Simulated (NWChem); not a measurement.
# One shape, several levels: CH8Si2 (SMILES [SiH3]C[SiH3])

Aim: a comparison of 5 runs (HF/def2-SVP, PBE0/def2-SVP, SVWN5/def2-SVP, MP2/def2-SVP, CCSD(T)/def2-SVP) of CH8Si2. 

The results are computed with NWChem 7.3.0.

4 further runs of the same task are left out: 4 that didn't finish.

### Step 1. The system as given

The species is CH8Si2 (11 atoms), meant as a singlet with charge 0. As SMILES, `[SiH3]C[SiH3]`. The Si1–H6 distance was set to 3.272 Å, away from the relaxed value. At this shape a bond of the SMILES string is far longer than usual.

Bond lengths: Si1–C2 1.872 Å, C2–Si3 1.872 Å, Si1–H4 1.488 Å, Si1–H5 1.487 Å, C2–H7 1.095 Å, C2–H8 1.095 Å, Si3–H9 1.487 Å, Si3–H10 1.487 Å, Si3–H11 1.488 Å. Some angles: Si1–C2–Si3 114.4°, Si1–C2–H7 108.8°, Si1–C2–H8 108.8°, Si3–C2–H7 108.8°, Si3–C2–H8 108.8°, C2–Si1–H4 111.1°, C2–Si1–H5 110.2°, C2–Si3–H9 110.2°, C2–Si3–H10 110.2°, C2–Si3–H11 111.1°.

### Step 2. The energy at HF/def2-SVP (run 1)

Contents of run.py:

```python
from ase import Atoms
from ase.calculators.nwchem import NWChem

molecule = Atoms(['Si', 'C', 'Si', 'H', 'H', 'H', 'H', 'H', 'H', 'H', 'H'], positions=[
    [-0.793215, 0.552222, -2.023762],
    [0.079425, -1.103938, -2.044692],
    [1.700945, -1.134838, -1.109512],
    [-2.070035, 0.494302, -2.785592],
    [0.072255, 1.596422, -2.634662],
    [-1.463790, 1.436810, 1.054620],
    [-0.588335, -1.860118, -1.618372],
    [0.266325, -1.391328, -3.084872],
    [1.476415, -0.786868, 0.319158],
    [2.647825, -0.145778, -1.690702],
    [2.329825, -2.481878, -1.172642],
])

calc = NWChem(
    label='a',
    theory='scf',
    memory='2200 mb',
    basis='def2-SVP',
    basispar='spherical bse',
    scf={'nopen': '0', 'rhf': None, 'thresh': '1e-08', 'maxiter': '80'},
    task='energy',
)
molecule.calc = calc

print("Total energy (eV):", round(molecule.get_potential_energy(), 6))
print("dipole (e A):", molecule.get_dipole_moment().round(4))
```

The run is started by

```sh
export ASE_NWCHEM_COMMAND="nwchem PREFIX.nwi > PREFIX.nwo"
python run.py
```

Standard output:

```text
Total energy (eV): -16870.627608
dipole (e A): [ 0.1677 -0.4259 -0.8257]
```

The calculator wrote a.nwi:

```
title "a"

permanent_dir a

scratch_dir a

start a

geometry units angstrom nocenter noautosym noautoz
  Si -7.9321500000000000e-01 5.5222199999999999e-01 -2.0237620000000001e+00
  C  7.9424999999999996e-02 -1.1039380000000001e+00 -2.0446920000000000e+00
  Si 1.7009449999999999e+00 -1.1348380000000000e+00 -1.1095120000000001e+00
  H  -2.0700349999999998e+00 4.9430200000000002e-01 -2.7855919999999998e+00
  H  7.2255000000000000e-02 1.5964220000000000e+00 -2.6346620000000001e+00
  H  -1.4637899999999999e+00 1.4368099999999999e+00 1.0546199999999999e+00
  H  -5.8833500000000005e-01 -1.8601179999999999e+00 -1.6183719999999999e+00
  H  2.6632499999999998e-01 -1.3913279999999999e+00 -3.0848719999999998e+00
  H  1.4764150000000000e+00 -7.8686800000000001e-01 3.1915800000000000e-01
  H  2.6478250000000001e+00 -1.4577799999999999e-01 -1.6907019999999999e+00
  H  2.3298250000000000e+00 -2.4818780000000000e+00 -1.1726420000000000e+00
end

memory 2200 mb

basis spherical bse noprint
   * library def2-SVP
end

scf
  nopen 0
  rhf
  thresh 1e-08
  maxiter 80
end

task scf energy
```

a.nwo:

```text
Northwest Computational Chemistry Package (NWChem) 7.3.0
             --------------------------------------------------------

           Job information
           ---------------

    nwchem branch   = 7.3.0
    use scalapack   = T
    input           = a.nwi
    prefix          = a.
    data base       = a/a.db
    status          = startup
    nproc           =        1

           Memory information
           ------------------

[... 5 lines left out ...]
    hardfail = no
[... 136 lines left out ...]
         Quadratically convergent ROHF
[... 14 lines left out ...]
       Final RHF  results
[... 4 lines left out ...]
      Two-electron energy =    382.212788912646
[... 40 lines left out ...]
                       ROHF Final Molecular Orbital Analysis
[... 229 lines left out ...]
       Multipole analysis of the density wrt the origin
       ------------------------------------------------

     L   x y z        total         open         nuclear
     -   - - -        -----         ----         -------
     0   0 0 0     -0.000000      0.000000     42.000000

     1   1 0 0      0.316821      0.000000     29.962087
[... 8 lines of this table left out ...]
     2   0 0 2    -24.574278      0.000000    471.171878

 Task  times  cpu:        8.8s     wall:        8.8s
 Total times  cpu:        8.8s     wall:        8.8s
```

It took 9.9 s on 1 thread of Intel Xeon 6975P-C (Granite Rapids), shared host; peak memory 0.096 GiB.

### Step 3. A single-point energy at PBE0/def2-SVP (run 2)

Contents of mol.nw:

```
START mol
TITLE "CH8Si2 energy"
memory total 2200 mb
charge 0

GEOMETRY units angstroms noautosym nocenter noautoz
  Si    -0.793215     0.552222    -2.023762
  C      0.079425    -1.103938    -2.044692
  Si     1.700945    -1.134838    -1.109512
  H     -2.070035     0.494302    -2.785592
  H      0.072255     1.596422    -2.634662
  H     -1.463790     1.436810     1.054620
  H     -0.588335    -1.860118    -1.618372
  H      0.266325    -1.391328    -3.084872
  H      1.476415    -0.786868     0.319158
  H      2.647825    -0.145778    -1.690702
  H      2.329825    -2.481878    -1.172642
END

BASIS spherical bse
  * library def2-SVP
END

DFT
  xc pbe0
  mult 1
  grid fine
  convergence energy 1e-08
  iterations 100
  mulliken
END

TASK dft energy
```

The run is started by

```sh
nwchem mol.nw > mol.out
```

Standard output:

```text
[...]
          Wavefunction type:  closed shell.
          No. of atoms     :    11
          No. of electrons :    42
[...]
          Charge           :     0
          Spin multiplicity:     1
[...]
          AO basis - number of functions:    90
[...]
              XC Information
              --------------
                         PBE0 Method XC Functional
                     Hartree-Fock (Exact) Exchange  0.250
          PerdewBurkeErnzerhof Exchange Functional  0.750
            Perdew 1991 LDA Correlation Functional  1.000 local
           PerdewBurkeErnz. Correlation Functional  1.000 non-local
[...]
 d= 0,ls=0.0,diis     1   -621.1431639312 -7.69D+02  1.88D-02  2.79D-01     1.9
[...]
 d= 0,ls=0.0,diis    12   -621.2149033181 -3.23D-10  1.46D-07  1.01D-10    21.8
         Total DFT energy =     -621.214903318050
      One electron energy =    -1150.735309940397
           Coulomb energy =      431.681844921684
    Exchange-Corr. energy =      -49.728390767963
 Nuclear repulsion energy =      147.566952468626
[...]
      Total Density - Mulliken Population Analysis
     ---------------------------------------------
    Atom       Charge   Shell Charges
 -----------   ------   -------------------------------------------------------
    1 Si  14    13.67   2.00  1.98  1.08  0.32  5.93  1.18  1.04  0.15
    2 C    6     6.54   1.99  0.89  0.34  2.12  1.19  0.01
    3 Si  14    13.64   2.00  1.98  1.03  0.21  5.93  1.32  0.98  0.19
    4 H    1     1.03   0.72  0.30  0.01
    5 H    1     1.03   0.72  0.30  0.01
    6 H    1     1.17   0.48  0.68  0.00
    7 H    1     0.88   0.71  0.13  0.03
    8 H    1     0.88   0.71  0.14  0.03
    9 H    1     1.04   0.73  0.30  0.01
   10 H    1     1.06   0.73  0.32  0.01
[...]
```

Wall time 23 s (1 thread of Intel Xeon 6975P-C (Granite Rapids), shared host); peak memory 0.12 GiB.

Runs 3 to 4 aren't shown in full; the table further down has their settings and results.

### Step 4. The energy at CCSD(T)/def2-SVP (run 5)

Contents of ch8si2.nw:

```
echo
start ch8si2
memory total 2200 mb
geometry units bohr noautosym nocenter noautoz
  Si    -1.49895911     1.04354834    -3.82435592
  C      0.15009150    -2.08614048    -3.86390789
  Si     3.21432020    -2.14453302    -2.09667381
  H     -3.91179922     0.93409540    -5.26400597
  H      0.13654216     3.01680036    -4.97878961
  H     -2.76616220     2.71517739     1.99294297
  H     -1.11179202    -3.51511358    -3.05827985
  H      0.50328131    -2.62922887    -5.82956321
  H      2.79002000    -1.48696502     0.60312121
  H      5.00366408    -0.27548049    -3.19496374
  H      4.40273117    -4.69006969    -2.21597222
end
basis "ao basis" spherical bse
  Si library def2-SVP
  C library def2-SVP
  H library def2-SVP
end
scf
  thresh 1e-08
  maxiter 80
end
ccsd
  freeze core 11
  maxiter 60
end
task ccsd(t) energy
```

The run is started by

```sh
nwchem ch8si2.nw > ch8si2.out
```

Standard output:

```text
[...]
  functions       =    90
[...]
  wavefunction    = RHF
[...]
         Total SCF energy =   -619.984134286996
      One-electron energy =  -1149.763854229933
      Two-electron energy =    382.212778113773
 Nuclear repulsion energy =    147.566941829164
        Time for solution =      7.5s
[...]
 Total MP2 energy:           -620.360452203841760
[...]
             energy      energy      error      ampl     ampl      Block
                                                time     time      time
[...]
 Total CCSD energy:           -620.447497376963611
[...]
 Total CCSD+T(CCSD) energy:           -620.470495767912553
[...]
 Total CCSD(T) energy:                -620.468379619977213
[...]
```

It took 92 s on 1 thread of Intel Xeon 6975P-C (Granite Rapids), shared host; peak memory 0.22 GiB.

### Step 5. Overview of the runs

```csv
run,level,iteration cap,module,energy (Eh),dipole moment (D),HOMO energy (eV),LUMO energy (eV),wall time
1,HF/def2-SVP,80,scf,-619.984134,4.53,-7.78,-0.58,9.9 s
2,PBE0/def2-SVP,100,dft,-621.214903,3.28,-6.29,-3.47,23 s
3,SVWN5/def2-SVP,100,dft,-618.769267,2.82,-5.55,-4.14,15 s
4,MP2/def2-SVP,80,mp2,-620.360452,–,–,–,12 s
5,CCSD(T)/def2-SVP,80,ccsd(t),-620.468380,–,-7.78,-0.58,92 s
```

### Step 6. Summary of results

| quantity | value |
| --- | --- |
| run 5: total energy | -620.46838 Eh |
| run 5: HOMO energy (Hartree–Fock orbitals) | -7.78 eV |
| run 5: LUMO energy (Hartree–Fock orbitals) | -0.58 eV |
| run 5: HOMO–LUMO gap (Hartree–Fock orbitals) | 7.21 eV |
| run 5: correlation energy (11 core orbitals frozen) | -484.2 mEh |
| run 5: (T) correction | -20.88 mEh |

Below the HF energy at the same shape and in the same basis (def2-SVP): MP2 -376.3 mEh; CCSD(T) -484.2 mEh. Over runs 1, 2, 3 the dipole moment (its size) runs from 2.82 D (SVWN5/def2-SVP) to 4.53 D (HF/def2-SVP). Over runs 1, 2, 3 the HOMO–LUMO gap runs from 1.42 eV (SVWN5/def2-SVP) to 7.21 eV (HF/def2-SVP). Exact exchange widens orbital gaps. Totals of different functionals can't be ranked against each other. In runs 1, 2, 3, 4, 5 a closed-shell determinant meets a far-stretched bond, which it describes badly. All runs together took 2.5 min, the longest 92 s.
